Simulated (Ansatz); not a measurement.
`[SiH3][SiH2]Cl` → H• + `[SiH2][SiH2]Cl`• at 600 K and 1 bar (homolysis of the H–Si bond).

Program: Ansatz. Geometries: PBE0-D4/def2-TZVP. ΔE: electronic, gas phase. CCSD(T)/CBS adds triple-zeta CCSD(T) − MP2 to the extrapolated MP2 energy (def2 sets, frozen cores). This one scheme is used for every species, atoms too. Open shells (•) are unrestricted, without spin–orbit coupling.

```tsv
species	CCSD(T)/CBS energy (Eh)	H − E (kJ/mol)	S (J/(mol·K))
`[SiH3][SiH2]Cl`	-1040.97629	165.1	399.9
H•	-0.50000	12.5	129.3
`[SiH2][SiH2]Cl`•	-1040.32622	137.6	397.9
```

H − E and S are ideal-gas, rigid-rotor, harmonic terms from PBE0-D4/def2-TZVP, for one conformer and one mirror image of each species, with the whole ground term of open shells counted as degenerate. 1 Eh = 2625.50 kJ/mol, R = 8.31446 J/(mol·K).

Q: By hand: ΔE, ΔH, ΔS and ΔG.

A: ΔE = (-0.50000) + (-1040.32622) − (-1040.97629) = 0.15007 Eh = 394.0 kJ/mol. Δ(H − E) = 12.5 + 137.6 − 165.1 = -15.0, so ΔH = 379.0 kJ/mol. ΔS = 129.3 + 397.9 − 399.9 = 127.3 J/(mol·K). ΔG = 379.0 − 600 × (127.3)/1000 = 302.6 kJ/mol.

Q: By hand: the equilibrium constant, and the temperature at which ΔG would vanish if ΔH and ΔS stayed fixed.

A: log₁₀ K = −ΔG/(RT ln 10) = -26.3. ΔG = 0 at ΔH/ΔS = 2977 K, far beyond where these terms or the molecules hold.

The number of gas molecules changes by +1, which sets the sign of ΔS. A doubt of 5 kJ/mol in ΔE shifts log₁₀ K by 0.4 here. Other conformers and mirror images would add mixing entropy, several J/(mol·K) or more a flexible species. These are equilibria of isolated gas molecules and say nothing of rates. Largest T1 diagnostic: 0.013 (customary marks: 0.02 for closed shells, 0.045 for open ones).
